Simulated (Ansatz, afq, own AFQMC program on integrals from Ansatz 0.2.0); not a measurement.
AlBH₂, singlet → AlBH2, triplet

```xyz
4

B     0.0000    0.0000    1.7315
Al    0.0000    0.0000   -0.5881
H     0.0000   -1.3671   -1.4148
H     0.0000    1.3671   -1.4148
```

Connectivity, by distances: B–AlH2.

E(triplet, charge +0) − E(singlet, charge +0) at this geometry, on RHF and UHF determinants.

Basis 6-31G. Noble-gas cores (and the filled d shells of Ga–Kr and In–Xe) are frozen. AFQMC by an in-house program on the Cholesky factors that Ansatz 0.2.0 writes for its CCSD(T) run. The CISD trial takes its coefficients from CCSD amplitudes. Released means that phaseless walkers are propagated on without the constraint, phases kept. Uncertainties: one standard error, sampling alone. The errors of all members are added in quadrature.

Full CI is exact in this basis; where marked, its frozen core comes from its own orbitals, which moves totals by up to a few meV.

Errors are counted within 6-31G, not against nature.

Cautions: AlBH₂ (singlet): another spin lies lower, restricted determinant unstable towards unrestricted (UHF 482 meV lower, ⟨S²⟩ 0.80), full CI with its own frozen core; AlBH₂ (triplet): full CI with its own frozen core, its ph-AFQMC/CISD value lies 22 ± 4 meV above full CI; core correlation is missing, and it shifts such a gap most where an s electron is promoted.

```csv
level,vertical spin gap (kJ/mol)
MP2,-39.4
CCSD,-17.5
```

From these cheaper values, estimate the vertical spin gap at the reference level in 6-31G.

-18.9 kJ/mol (full CI in 6-31G).

```csv
level,vertical spin gap (kJ/mol),error against FCI (kJ/mol)
HF,-69.9,-51.0
CCSD(T),-17.9,1.0
CCSDT,-19.1,-0.2
CCSDT(Q),-19.0,-0.1
ph-AFQMC/CISD,-17.3 ± 0.6,1.6 ± 0.6
released AFQMC,-17.6 ± 0.8,1.3 ± 0.8
```

Correlation beyond CCSD(T) takes off 1.0 kJ/mol. The perturbative (T) step is worth −0.4 kJ/mol.

CCSDT and higher add their correlation energy to the determinant of the CCSD(T) run, since their own runs factorise the integrals more tightly (a shift of under 2 meV). A walk keeps the symmetry of its determinant, which the program's search chose and which needn't be the lowest solution, so a lower state of the same spin and another symmetry isn't excluded. Released energies are given only where the last usable release times agree within the noise; a slower fall can still hide under it.
